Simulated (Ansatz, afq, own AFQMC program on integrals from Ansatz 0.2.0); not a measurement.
Integrals from Ansatz 0.2.0, then the random walk in our own AFQMC program (afq).

```yaml
crystal:
  periodic: [false, false, false]
  atoms:
    - {symbol: Ge, position_ang: [0.000000, 0.000000, -0.220401]}
    - {symbol: B, position_ang: [0.000000, 0.000000, 1.664781]}
    - {symbol: H, position_ang: [0.000000, 1.313392, -0.986177]}
    - {symbol: H, position_ang: [0.000000, -1.313392, -0.986177]}
basis:
  gaussian: {orbitals: cc-pVDZ}
total_charge: 1
magnetization: {spin_polarized: true, initial_magnetization: 2}
correlation: {method: ccsd_t, electrons: outside_noble_gas, hamiltonian_folder: ham}
```

```sh
$ ansatz run in.yaml --threads 1 --pin off --events-out ev --progress --plain --max-ram 1382MiB
```

afq runs on the folder ham with

```
--method phaseless --trial hf --walkers 120 --populations 1 --least-time 40 --time-step 0.005 --steps-per-block 20 --equilibration-blocks 112 --max-blocks 600 --target-error 0.00102 --factor-cut 1e-05 --start spin_pure --seed 4326 --taylor-order 6
```

Times are imaginary, in 1/Eh. The walk had a cap of 932 s. Filled inner d shells are frozen with the cores.

Output of the walk:

```
orbitals 36  electrons 5 3  factors 288 of 546
reference energy -2100.76611601 Eh
CCSD correlation -0.13724681 Eh in 12 cycles, weight of the determinant in the CISD state 0.8980
energy of the start -2100.766149 Eh
 block  time / (1/Eh)  mean weight  energy / Eh
     1     0.100  0.9998  -2100.786369
     2     0.200  1.0011  -2100.804532
     3     0.300  1.0013  -2100.824802
     4     0.400  1.0017  -2100.832654
     5     0.500  1.0005  -2100.841984
     8     0.800  0.9992  -2100.855999
    15     1.500  0.9996  -2100.885756
    57     5.700  0.9992  -2100.902398
    99     9.900  1.0009  -2100.896390
   141    14.100  0.9989  -2100.894456
   183    18.300  1.0019  -2100.903528
   225    22.500  1.0001  -2100.906482
   267    26.700  0.9979  -2100.896427
   309    30.900  0.9984  -2100.894662
   323    32.300  0.9989  -2100.931593
   351    35.100  1.0007  -2100.903942
   393    39.300  1.0006  -2100.912913
   435    43.500  1.0006  -2100.900672
   477    47.700  0.9994  -2100.901388
   519    51.900  1.0002  -2100.892591
   561    56.100  0.9992  -2100.912774
   575    57.500  0.9997  -2100.900242
blocks merged  error / Eh  count
     1  0.000415  470
     2  0.000555  235
     4  0.000728  117
     8  0.000936  58
    16  0.001013  29
    32  0.001033  14
energy -2100.906306 +/- 0.001013 Eh
(rows thinned)
```

The run passed its tests (sampling time, drift between the halves within three errors, error under three times the target), which doesn't prove that it has relaxed.

Against this walk (error 27.6 meV) on the same determinant: CCSD(T) 27.6 meV lower (within the noise), CCSDT(Q) 67.5 meV lower. The error is statistical and leaves out the bias of the constraint.

Cautions: constraint bias not in the error; no relativity below Rb; no spin-orbit coupling; inner d shell frozen.

The walk took 3.5 min on 1 thread of Arm Neoverse V1 (shared host). The log's last line is the phaseless energy.

CCSDT and higher add their correlation energy to the determinant of the CCSD(T) run, since their own runs factorise the integrals more tightly (a shift of under 2 meV). A walk keeps the symmetry of its determinant, which the program's search chose and which needn't be the lowest solution, so a lower state of the same spin and another symmetry isn't excluded.
